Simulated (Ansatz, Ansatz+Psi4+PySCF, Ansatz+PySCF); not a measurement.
```xyz
4

H    -0.2758   -1.9188   -0.0021
O    -0.8689   -0.6254   -0.0287
N    -0.0121    0.2327    0.0127
N     1.0225    0.7045   -0.0164
```

Basis set: cc-pVTZ (spherical functions). Correlated methods keep 3 orbitals frozen. Correlation on ROHF uses semicanonical orbitals with singles. Charge 0, multiplicity 2.

Computed with Ansatz (development build ahead of 0.2.0); each method stands on the lowest determinant of its kind that the runs found.

Give the atomization energy at this shape (free ground-state atoms in the same class of orbitals less the molecule, no zero-point energy) of doublet HN₂O by ROHF-MP2, UHF-MP2.

```json
{"method": "ROHF-MP2", "atomization energy": "256.97 kcal/mol"}
{"method": "UHF-MP2", "atomization energy": "240.23 kcal/mol"}
```

Caution for UHF-MP2: the unrestricted determinant is spin contaminated.
